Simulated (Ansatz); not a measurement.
Input for Ansatz (development build ahead of 0.2.0):

```yaml
crystal:
  periodic: [false, false, false]
  atoms:
    - { symbol: C, position_ang: [-0.00527, -0.32103, -2.53881] }
    - { symbol: C, position_ang: [0.00197, 0.51834, -1.2871] }
    - { symbol: C, position_ang: [-0.00498, -0.32067, 0.00394] }
    - { symbol: C, position_ang: [-0.00993, 0.51832, 1.27764] }
    - { symbol: C, position_ang: [0.00917, -0.3171, 2.54436] }
    - { symbol: H, position_ang: [0.00358, 0.303, -3.44372] }
    - { symbol: H, position_ang: [0.89391, -0.97428, -2.59001] }
    - { symbol: H, position_ang: [-0.89658, -0.97398, -2.59389] }
    - { symbol: H, position_ang: [-0.87679, 1.19472, -1.27671] }
    - { symbol: H, position_ang: [0.88579, 1.18205, -1.26705] }
    - { symbol: H, position_ang: [0.89, -0.98478, -0.00062] }
    - { symbol: H, position_ang: [-0.88827, -0.98777, 0.0028] }
    - { symbol: H, position_ang: [-0.88307, 1.17824, 1.28017] }
    - { symbol: H, position_ang: [0.87965, 1.1839, 1.28405] }
    - { symbol: H, position_ang: [0.00317, 0.30495, 3.4584] }
    - { symbol: H, position_ang: [-0.89158, -0.97213, 2.60621] }
    - { symbol: H, position_ang: [0.89349, -0.96547, 2.60217] }
basis:
  gaussian: { orbitals: cc-pVDZ }
hamiltonian:
  xc: hf
correlation:
  method: mp2
  frozen_orbitals: { C: 1, H: 0 }
```

The input is written out in the form of the current development build from the run's settings.

Results

```yaml
Converged: yes
Reference_energy: -196.34557 hartree
Correlation_energy: -0.73325 hartree
Total_energy: -197.07882 hartree
Spin_squared_of_the_determinant: 0.000
```
